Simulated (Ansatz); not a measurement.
# C₄H₆O: state-averaged CASSCF

Computed with Ansatz's Gaussian-basis code (development build). State-averaged CASSCF with equal weights; occupations are averaged over the states; levels count from the state that is lowest in CASSCF. CASSCF levels without dynamic correlation can be off by over 1 eV. No symmetry is imposed, so a solution can break that of the shape. Lower solutions, or ones in other orbitals, may exist.

Geometry:

```xyz
11

C     0.0000   -1.6163   -0.7543
C     0.0000   -0.4908   -0.0205
C     0.0000    0.8004   -0.7373
O     0.0000    1.8893   -0.1717
C     0.0000   -0.4347    1.4756
H     0.0000   -2.6027   -0.3012
H     0.0000   -1.5781   -1.8406
H     0.0000    0.7341   -1.8454
H     0.0000   -1.4374    1.9083
H     0.8776    0.1089    1.8358
H    -0.8776    0.1089    1.8358
```

Basis cc-pVTZ, nonrelativistic, 5 orbitals frozen in the corrections; active space CAS(4,4). Averaged: 1 singlet, 1 triplet.

Task: Give the levels in order, with their spins.

Result: 

```csv
state,CASSCF (eV)
singlet,0.000
triplet,3.822
```

Occupations: 1.92, 1.46, 0.55, 0.08.
